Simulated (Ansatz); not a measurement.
## doublet CO(+): levels of theory in one basis

```xyz
2

C     0.0000    0.0000    0.0000
O     0.0000    0.0000    1.5500
```

Basis set: def2-SVP (spherical functions). Left uncorrelated: 2 orbitals. Correlation on ROHF uses semicanonical orbitals with singles. Charge 1, multiplicity 2.

Computed with Ansatz (development build ahead of 0.2.0); each method stands on the lowest determinant of its kind that the runs found.

```
 method  E − E(ROHF) (eV)  <S²> of the determinant
   ROHF              0.00                     0.75
    UHF             -0.38                     1.70
UHF-MP2             -5.42                     1.70
```

**Question.** What does ROHF-MP2 give on the same scale?

**Answer.** -6.54 eV.

**Question.** Is a single determinant a sound starting point here?

**Answer.** It is doubtful. Unrestricted orbitals lower Hartree–Fock by 0.38 eV and <S²> is 1.70 where a pure state has 0.75, a sign of strong static correlation.

Caution for UHF, UHF-MP2: the unrestricted determinant is a mixture of spin states. Caution for ROHF-MP2, UHF-MP2: bonds are stretched, where a single reference can fail; forces differ strongly between restricted and unrestricted references.
